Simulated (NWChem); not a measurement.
# singlet [HO2]+: levels of theory compared

Wanted: a comparison of 4 runs (HF/STO-3G, HF/3-21G, B3LYP/6-31G*) of singlet [HO2]+. 

The results are computed with NWChem 7.3.0.

43 further runs of the same task are left out: 43 set aside as unsound or not needed.

**1. The system as given**

[HO2]+ has 3 atoms, charge +1, and is taken as a singlet. As SMILES of the parent species, `[O]O`. The shape is that of a PBE0-D4/def2-TZVP optimisation. That shape belongs to the parent species and isn't relaxed for this state.

Bond lengths: O1–O2 1.309 Å, O2–H3 0.975 Å. Angles: O1–O2–H3 105.8°.

**2. A single-point energy at HF/STO-3G (run 1)**

Input file calc.nw:

```
start calc
title "HO2 energy"
memory stack 880 mb heap 220 mb global 1100 mb
charge 1

geometry units angstrom noautosym nocenter noautoz
  O       -0.355150       0.941950      -0.088650
  O       -0.244540      -0.359400      -0.172440
  H        0.599690      -0.582550       0.261090
end

basis "ao basis" spherical bse
  * library STO-3G
end

scf
  thresh 1e-08
  maxiter 80
end

task scf energy
```

Started as:

```bash
nwchem calc.nw > calc.out
```

The program printed:

```text
[...]
  functions       =    11
[...]
  wavefunction    = RHF
[...]
         Total SCF energy =   -147.809245082088
      One-electron energy =   -261.339591594229
      Two-electron energy =     80.999787250033
 Nuclear repulsion energy =     32.530559262107
        Time for solution =      0.1s
[...]
```

It took 0.62 s on 1 thread of Intel Xeon Platinum 8488C (Sapphire Rapids), shared host; peak memory 0.1 GiB.

**3. A single-point energy at HF/3-21G (run 2)**

Input file run.nw:

```
start run
title "HO2 hf"
memory stack 880 mb heap 220 mb global 1100 mb
charge 1

geometry units atomic noautosym nocenter noautoz
   O     -0.67113623     1.78002752    -0.16752422
   O     -0.46211363    -0.67916757    -0.32586437
   H      1.13324986    -1.10085995     0.49338859
end

basis "ao basis" spherical bse
   * library 3-21G
end

scf
   thresh 1e-08
   maxiter 80
end

task scf energy
```

Started as:

```bash
nwchem run.nw > run.out
```

The program printed:

```text
[...]
  functions       =    20
[...]
  wavefunction    = RHF
[...]
         Total SCF energy =   -148.872677733801
      One-electron energy =   -262.522387659917
      Two-electron energy =     81.119152967626
 Nuclear repulsion energy =     32.530556958490
        Time for solution =      0.1s
[...]
```

It took 0.68 s on 1 thread of Intel Xeon Platinum 8488C (Sapphire Rapids), shared host; peak memory 0.1 GiB.

Run 3 isn't shown in full; the table further down has it.

**4. The energy at B3LYP/6-31G(d) (Cartesian functions) (run 4)**

Input file nw.nw:

```
start nw
memory stack 880 mb heap 220 mb global 1100 mb
charge 1

geometry noautosym nocenter noautoz
 O    -0.355150    0.941950   -0.088650
 O    -0.244540   -0.359400   -0.172440
 H     0.599690   -0.582550    0.261090
end

basis
 * library 6-31G*
end

dft
 xc b3lyp
 mult 1
 grid xfine
 convergence energy 1e-08
 iterations 100
 mulliken
end

task dft energy
```

Started as:

```bash
nwchem nw.nw > nw.out
```

The program printed:

```text
[...]
          Wavefunction type:  closed shell.
          No. of atoms     :     3
          No. of electrons :    16
[...]
          Charge           :     1
          Spin multiplicity:     1
[...]
          AO basis - number of functions:    32
[...]
              XC Information
              --------------
                         B3LYP Method XC Potential
                     Hartree-Fock (Exact) Exchange  0.200
                        Slater Exchange Functional  0.800 local
                    Becke 1988 Exchange Functional  0.720 non-local
              Lee-Yang-Parr Correlation Functional  0.810
                  VWN I RPA Correlation Functional  0.190 local
[...]
 d= 0,ls=0.0,diis     1   -150.4193775575 -1.83D+02  1.67D-02  4.88D-01     0.4
[...]
 d= 0,ls=0.0,diis    10   -150.4495528342 -1.61D-10  2.27D-07  3.10D-10     3.2
         Total DFT energy =     -150.449552834224
      One electron energy =     -264.277465950606
           Coulomb energy =       98.229203814199
    Exchange-Corr. energy =      -16.931849959923
 Nuclear repulsion energy =       32.530559262107
[...]
      Total Density - Mulliken Population Analysis
     ---------------------------------------------
    Atom       Charge   Shell Charges
 -----------   ------   -------------------------------------------------------
    1 O    8     7.67   1.99  1.06  2.56  0.91  1.10  0.06
    2 O    8     7.89   1.99  1.01  2.73  0.84  1.23  0.08
    3 H    1     0.43   0.43  0.01
[...]
```

Wall time 3.9 s (1 thread of Intel Xeon Platinum 8488C (Sapphire Rapids), shared host); peak memory 0.12 GiB.

**5. Overview of the runs**

| run | level | iteration cap | module | energy (Eh) | HOMO energy (eV) | LUMO energy (eV) | HOMO–LUMO gap (eV) | wall time |
| --- | --- | --- | --- | --- | --- | --- | --- | --- |
| 1 | HF/STO-3G | 80 | scf | -147.809245 | -24.39 | -9.13 | 15.26 | 0.62 s |
| 2 | HF/3-21G | 80 | scf | -148.872678 | -26.17 | -11.08 | 15.09 | 0.68 s |
| 3 | B3LYP/6-31G* (spherical functions) | 100 | dft | -150.446627 | -19.49 | -16.42 | 3.07 | 3.6 s |
| 4 | B3LYP/6-31G* (Cartesian functions) | 100 | dft | -150.449553 | -19.49 | -16.42 | 3.07 | 3.9 s |

**6. Results**

| quantity | value |
| --- | --- |
| run 4: total energy | -150.44955 Eh |
| run 4: HOMO energy | -19.49 eV |
| run 4: LUMO energy | -16.42 eV |
| run 4: HOMO–LUMO gap | 3.07 eV |

In words: The HOMO–LUMO gap runs from 3.07 eV (B3LYP/6-31G*) to 15.26 eV (HF/STO-3G). The two ends differ in method and basis. In run 1 the basis is minimal, so the values are rough. All runs together took 8.8 s, the longest 3.9 s.
